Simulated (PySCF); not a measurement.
Compound: C4H6S.
Numbering: `[SH:1][C@:2]12[CH2:3][C@H:4]1[CH2:5]2` (hydrogens: H6 on S1; H7, H8 on C3; H9 on C4; H10, H11 on C5)

Cartesian coordinates in Å at the PBE0-D3(BJ)/def2-SVP level; atoms count from 1:
```xyz
11
C4H6S angstrom
S      0.430    1.948    0.882
C      0.153    0.307    0.323
C      0.954   -0.537   -0.621
C     -0.442   -0.133   -0.955
C     -1.102   -0.514    0.327
H      0.985    1.634    2.076
H      1.167   -1.584   -0.357
H      1.760   -0.024   -1.157
H     -0.820    0.457   -1.788
H     -1.060   -1.559    0.670
H     -2.022    0.021    0.587
```

Method used: MP2 and CCSD/aug-cc-pVDZ in PySCF, restricted Hartree–Fock reference, frozen core, non-relativistic, gas phase, PBE0-D3(BJ)/def2-SVP geometry.

E(HF) = -552.42352 Eh.

(1) How large is the problem?

(2) What are the MP2 and CCSD correlation energies?

(3) What is the T1 diagnostic?

(4) How does correlation change the dipole moment?

## Answers

(1) 173 basis functions and 46 electrons; 9 orbitals frozen, which leaves o = 14 correlated occupied and v = 150 virtual orbitals. That is o·v = 2100 singles and o·v(o·v + 1)/2 = 2206050 distinct closed-shell doubles amplitudes before symmetry; the costliest CCSD step grows as o²v⁴ = 9.9 × 10^10.

(2) MP2 -0.7106 Eh and CCSD -0.7563 Eh, which gives totals of -553.13409 and -553.17979 Eh. That is 0.735 eV for each correlated electron at CCSD (1986 kJ/mol in all, 0.137 % of the total energy); MP2 gives 94.0 % of the CCSD value.

(3) 0.0097, below the customary warning level of 0.02. It is the norm of the spatial-orbital singles amplitudes over the root of the number of correlated electrons, so the norm is 0.051.

(4) HF gives 0.93 D and CCSD (unrelaxed density) 0.79 D, a change of -0.14 D.

No triples correction and no basis-set extrapolation were made.

One conformer stands for the species.
